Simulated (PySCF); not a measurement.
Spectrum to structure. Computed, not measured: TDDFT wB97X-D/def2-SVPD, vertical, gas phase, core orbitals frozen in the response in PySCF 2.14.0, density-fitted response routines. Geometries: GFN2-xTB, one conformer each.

| state | ν̃ (cm⁻¹) | f | main configurations (H = HOMO, L = LUMO) |
| --- | --- | --- | --- |
| S1 | 28590 | 0.0035 | H→L (96%) |
| S2 | 42700 | 0.0027 | H-2→L (92%) |
| S3 | 45670 | 0.135 | H-1→L (81%), H→L+1 (10%) |
| S4 | 47650 | 0.360 | H→L+1 (83%), H-1→L (9%) |
| S5 | 50200 | 0.0024 | H-3→L (84%) |
| S6 | 51930 | 0.044 | H→L+3 (66%), H→L+2 (20%) |
| S7 | 53250 | 0.0061 | H-1→L+1 (88%) |
| S8 | 55700 | 0.036 | H→L+2 (62%), H→L+3 (18%) |

Orbital energies (eV): HOMO-3 -11.35, HOMO-2 -9.98, HOMO-1 -9.46, HOMO -8.19, LUMO 0.00, LUMO+1 1.78, LUMO+2 2.58.

Problem. Which candidate is it?
A. `C=PP(C)C`
B. `C1C2(Cl)CC1C2`
C. `C(/F)=C/F`

Solution. A. Its S1, at 3.54 eV, is the lowest among the candidates; the nearest of the others has S1 at 6.87 eV. S1 is HOMO→LUMO (96%). Löwdin shares by element: HOMO phosphorus 78%, carbon 13% or more; LUMO phosphorus 42% or more, carbon 38% or more (atoms not listed hold the other 20%). At the same level the other candidates give, for their lowest levels:
- `F/C=C\F`: 6.87 eV (f 0.025); 7.94 eV (f 0.361); 8.16 eV (f 0.011); 8.76 eV (f 0.000); 9.27 eV (f 0.000); T1 4.67 eV; HOMO -9.69, LUMO 2.12 eV
- `ClC12CC(C1)C2`: 7.88 eV (f 0.002 summed over 2 states); 8.56 eV (f 0.140 summed over 2 states); 9.14 eV (f 0.028 summed over 2 states); 9.38 eV (f 0.064) [of 8 roots; the last level is left out, as the window may have cut its degenerate partner]; T1 7.26 eV; HOMO -10.13, LUMO 2.34 eV

Conformer computed: `[CH2:1]=[P:2][P:3]([CH3:4])[CH3:5]`: C1–P2–P3–C4 125°.
Triplets come from the Tamm–Dancoff approximation.
